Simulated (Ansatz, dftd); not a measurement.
Reaction: H3BS2O (borodithioic acid, SMILES SB(S)O) → H2BSO (SMILES O[B]S, doublet) + HS (SMILES [SH], doublet) (the B-S bond breaks)
Each species at its own B3LYP-D3(BJ)/def2-TZVP minimum (Ansatz, an electronic-structure program), one conformer.

Property: bond dissociation energy (electronic), in kcal/mol. Radicals and triplets start from unrestricted determinants; spin-orbit coupling is neglected. Cores are frozen in correlated methods. Rows without X2C or -DK are non-relativistic. CBS(X,Y): correlation extrapolated as X^-3, Hartree-Fock from the larger set. A bracket is a step between two methods taken in the basis named. The functionals are non-relativistic, so their misses hold any scalar relativity. Double hybrids freeze cores in their MP2 part. '+ core + X2C': CCSD(T) terms for core correlation (cc-pwCVTZ, 1s frozen past Ne) and scalar relativity (cc-pVTZ-DK).

```
level                                                                                        program  bond dissociation energy (kcal/mol)  difference against the last row
------------------------------------------------------------------------------------  --------------  -----------------------------------  -------------------------------
PBE-D4/def2-TZVPD                                                                     Ansatz + dftd4                                102.7                             -1.7
PBE/def2-TZVPD                                                                                Ansatz                                100.8                             -3.6
B3LYP-D3(BJ)/def2-TZVPD                                                               Ansatz + dftd3                                 99.3                             -5.1
B2GP-PLYP/def2-TZVPD                                                                          Ansatz                                100.4                             -4.0
CCSDT(Q)/cc-pV(D+d)Z                                                                          Ansatz                                 98.3                             -6.1
CCSD(T)/CBS(cc-pV(T+d)Z,cc-pV(Q+d)Z) + [CCSDT(Q) - CCSD(T)]/cc-pV(D+d)Z + core + X2C          Ansatz                                104.4                              0.0
```
